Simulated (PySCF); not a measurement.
# Ionisation of formic acid

System: formic acid, `O=CO` (CH2O2). Atom numbers as in the mapped SMILES `[O:1]=[CH:2][OH:3]`.

These are calculated values, ωB97X-D3(BJ)/ma-def2-TZVP in PySCF (grid level 2) at geometries from PBE0-D3(BJ)/def2-SVP. The prefix ma- adds one diffuse s and one diffuse p function on all atoms but H. Thermal corrections: PBE0-D3(BJ)/def2-SVP frequencies, unscaled, ideal gas at 298.15 K and 1 bar, quasi-RRHO entropy.

Frontier levels of the parent: HOMO -11.18 eV, LUMO 1.14 eV.

Oxidation to the radical cation:
- Vertical ionisation energy (electronic): 11.50 eV
- Adiabatic ionisation energy (with zero-point energy): 11.21 eV
- Adiabatic, electronic part: 11.26 eV
- Vertical gap at the product's structure: 10.93 eV
- Inner reorganisation energy (four-point): 573 meV
- Relaxation of product / of parent: 246 / 326 meV
- ⟨S²⟩ of the product: 0.755
- Largest spin populations: O1 0.95
- Largest changes of atomic charge: O1 0.51, O3 0.19, H (on C2) 0.16
- Distances that move most (Å): C2–O3 1.332 → 1.261; O1–C2 1.196 → 1.247; O3–H 0.972 → 0.983; C2–H 1.110 → 1.118
- Potential in acetonitrile: 8.25 V absolute, 3.71 V against Fc+/Fc computed at 4.54 V (solvation -28 → -311 kJ/mol)

Solvents are IEF-PCM continua (electrostatics only, gas-phase structures); absolute potentials refer to an electron at rest in vacuum. Fc+/Fc in acetonitrile, 4.54 V, is ωB97X-D3(BJ)/ma-def2-TZVP on PBE0-D3(BJ)/def2-SVP structures with GFN2-xTB thermal terms. Benchmark calculations put it near 5.0 V in acetonitrile and DMSO, so it is about 0.5 V low, and the value against it can read up to that much too high.

Measured values (NIST Chemistry WebBook, evaluated or the median of agreeing entries): adiabatic ionisation energy 11.33 eV (computed 11.21, difference -0.12).

Structures, frequencies and single points took 50 s of wall time on 1 thread of Arm Neoverse V1 (shared host), launched as `OMP_NUM_THREADS=1 python redox_run.py task.json out`.
